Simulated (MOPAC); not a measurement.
MOPAC input (PM3):

```
PM3 PRECISE GNORM=0.05 LET XYZ GEO-OK AUX(PRECISION=9) THREADS=1
C2H2O

C     0.00913574 1    0.00173503 1   -1.20562697 1
C    -0.00077797 1   -0.00014775 1    0.10266711 1
H     0.02818759 1    0.94008178 1   -1.73766571 1
H    -0.00183081 1   -0.93507619 1   -1.74059173 1
O    -0.00956292 1   -0.00181616 1    1.26200208 1
```

From the last part of the output:

```
                                                       MOPAC v23.2.5 Linux

          FINAL HEAT OF FORMATION =         -9.23125 KCAL/MOL =     -38.62353 KJ/MOL

          COSMO AREA              =         76.48 SQUARE ANGSTROMS
          COSMO VOLUME            =         57.96 CUBIC ANGSTROMS

          GRADIENT NORM           =          0.01698          =       0.00759 PER ATOM
          IONIZATION POTENTIAL    =          9.461529 EV
          HOMO LUMO ENERGIES (EV) =         -9.462  0.367
          NO. OF FILLED LEVELS    =          8
          MOLECULAR WEIGHT        =         42.0372         POINT GROUP:  C2v

          MOLECULAR DIMENSIONS (Angstroms)

            Atom       Atom       Distance
            O     5    H     4     3.19228
            H     4    H     3     1.76110
            C     1    C     2     0.00000

          SCF CALCULATIONS        =         13

   ATOM   CHEMICAL          X               Y               Z
  NUMBER   SYMBOL      (ANGSTROMS)     (ANGSTROMS)     (ANGSTROMS)

     1       C          0.00912446  *   0.00173170  *  -1.20414150  *
     2       C         -0.00078898  *  -0.00014496  *   0.10413098  *
     3       H          0.02819081  *   0.92196143  *  -1.77651814  *
     4       H         -0.00124569  *  -0.91684762  *  -1.77938864  *
     5       O         -0.00969128  *  -0.00184285  *   1.27893589  *

                             CARTESIAN COORDINATES

   1    C        0.009124462     0.001731700    -1.204141505
   2    C       -0.000788981    -0.000144963     0.104130985
   3    H        0.028190810     0.921961429    -1.776518138
   4    H       -0.001245691    -0.916847621    -1.779388639
   5    O       -0.009691276    -0.001842851     1.278935886

           Empirical Formula: C2 H2 O  =     5 atoms

      MOLECULAR POINT GROUP   :   C2v

                  EIGENVALUES
 -38.76522 -30.94841 -19.60703 -16.89445 -16.64284 -15.97429 -13.43388  -9.46153
   0.36715   1.35591   2.14511   4.17300   4.67196   7.00638

              NET ATOMIC CHARGES AND DIPOLE CONTRIBUTIONS

  ATOM NO.   TYPE          CHARGE      No. of ELECS.   s-Pop       p-Pop
    1          C          -0.436285        4.4363     1.15124     3.28505
    2          C           0.323710        3.6763     1.20680     2.46949
    3          H           0.150248        0.8498     0.84975
    4          H           0.150249        0.8498     0.84975
    5          O          -0.187923        6.1879     1.84337     4.34455
 DIPOLE           X         Y         Z       TOTAL
 POINT-CHG.     0.008     0.001    -1.035     1.035
 HYBRID         0.000     0.000    -0.021     0.021
 SUM            0.008     0.002    -1.056     1.056

          ATOMIC ORBITAL ELECTRON POPULATIONS

     Atom    s        px        py        pz
    1  C   1.15124   1.34305   1.05725   0.88475
    2  C   1.20680   0.90551   0.66873   0.89525
    3  H   0.84975
    4  H   0.84975
    5  O   1.84337   1.75117   1.40541   1.18798

 **********************
 *                    *
 * JOB ENDED NORMALLY *
 *                    *
 **********************

 == MOPAC DONE ==
```

The geometry given is a B3LYP-D3(BJ)/def2-TZVP minimum.
